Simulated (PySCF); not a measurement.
(CH3CH2)2CHF, C5H11F.
Atom-mapped SMILES: `[CH3:1][CH2:2][CH:3]([F:4])[CH2:5][CH3:6]` (hydrogens: H7, H8, H9 on C1; H10, H11 on C2; H12 on C3; H13, H14 on C5; H15, H16, H17 on C6)

Computed with PySCF at wB97X-D/pcSseg-2, non-relativistic, on one gas-phase PBE0-D3(BJ)/def2-TZVP geometry that isn't relaxed in the solvent. The solvent is an IEF-PCM continuum (cavity from Bondi-type radii × 1.2). The model holds no explicit solvent molecules, cavitation or dispersion.

Gas phase at wB97X-D/pcSseg-2: HOMO -10.83 eV, LUMO 2.36 eV, dipole 1.84 D.

Q: What does the continuum do to the energy, the frontier levels and the dipole at wB97X-D/pcSseg-2 in chloroform?

A: 
| solvent | ε | E(solvent) − E(gas) (kcal/mol) | polarisation term (kcal/mol) | distortion of the solute (kcal/mol) | HOMO (eV) | LUMO (eV) | dipole (D) |
| --- | --- | --- | --- | --- | --- | --- | --- |
| chloroform | 4.711 | -2.03 | -2.26 | 0.23 | -10.76 | 2.54 | 2.28 |

Polarisation term: ½ Σ q·V over the induced surface charges. Distortion: the rise of the solute's own energy as its density leaves the gas-phase optimum.

Q: Which radius a makes the point-dipole formula ΔE = −[(ε − 1)/(2ε + 1)]·μ²/a³ give the value in chloroform, with the gas-phase dipole?

A: μ = 0.722 au and |ΔE| = 0.00323 Eh give a = 2.04 Å; the farthest nucleus lies 3.44 Å from the centroid of the nuclei, so such a sphere wouldn't even hold the nuclei. The formula assumes a rigid point dipole at the centre of a sphere.

Conformer computed: `[CH3:1][CH2:2][CH:3]([F:4])[CH2:5][CH3:6]`: C1–C2–C3–F4 -59°, C2–C3–C5–C6 -179°.

Note: wB97X-D ran without an empirical dispersion term, which enters the total energy and its gradient alone.
